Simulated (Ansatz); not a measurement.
[H···H···S], triplet: the ladder up to UCCSDT(Q)

Geometry: a point of a hydrogen-transfer path between rigid fragments, not a stationary point.

```xyz
3

H     0.0000    0.0000   -1.0710
H     0.0000    0.0000   -0.2500
S     0.0000    0.0000    1.3210
```

Basis cc-pVTZ; Ansatz 0.2.0. Correlated methods freeze the noble-gas cores, which leaves 8 electrons in 57 orbitals. Prefix R: restricted or restricted open-shell reference; prefix U: unrestricted. Active spaces: pair = (4e, 4o) about the gap; valence = (8e, 6o) chosen from the atoms' valence shells.

Full CI isn't at hand for all of this; UCCSDT(Q) serves as the reference, and is uncertain by about the last step of the cluster series. The frozen core follows each run's orbitals, which can shift R against U totals by a few meV.

For open shells CISD is restricted-active-space CI with the open shells as a complete middle space.

The UHF ⟨S²⟩ is 2.034 and the T1 diagnostic (RCCSD) is 0.0239. The largest doubles amplitude (RCCSD) is 0.058 and the T1 diagnostic (UCCSD) is 0.0139.

| level | E − E(RHF) (eV) |
| --- | --- |
| UHF | -0.2924 |
| RMP2 | -4.7473 |
| UMP2 | -4.7028 |
| RCCSD | -5.4965 |
| UCCSD | -5.5036 |
| RCCSD(T) | -5.6810 |
| UCCSD(T) | -5.6809 |

**Question.** Estimate how far UCCSDT(Q) in cc-pVTZ lies from RCCSD(T). The table doesn't fix it; the size of (T) and the diagnostics are the guide.

**Answer.** UCCSDT(Q) in cc-pVTZ lies 1.15 mEh below RCCSD(T), which is 17 % of the (T) step (-6.78 mEh). The diagnostics are small and one determinant leads, so the series closes fast and only a small part of (T) is left.

The other levels:

```tsv
level	E − E(UCCSDT(Q)) (mEh)	share of correlation (%)	wall time
CISD	17.23	91.79	3.1 s
BCCD(T)	1.17	99.44	2.9 s
RCCSDT	0.28	99.87	–
UCCSDT	0.22	99.89	–
RCCSDT(Q)	0.04	99.98	51 s
CASSCF (pair space)	186.61	11.11	–
NEVPT2 (pair space)	34.28	83.67	2.6 s
CASSCF (valence space)	184.23	12.24	–
NEVPT2 (valence space)	44.15	78.97	1.4 s
MRCISD (valence space)	14.95	92.88	–
MRCISD+Q (valence space)	1.86	99.11	2.1 s
```

The correlation energy at UCCSDT(Q), counted from RHF, is -5.712 eV. That run took 46 s on 1 thread of Arm Neoverse V1, shared host.

Times hold each run's SCF and search for its determinant on a shared host, so for small cases they say little of a method's own cost; they ran on 1 thread of Arm Neoverse V1.

Natural occupations of CASSCF (valence space) about the gap: 2.000 1.998 1.970 1.001 1.000 0.031; effectively unpaired electrons, Σ n²(2−n)², 2.01.
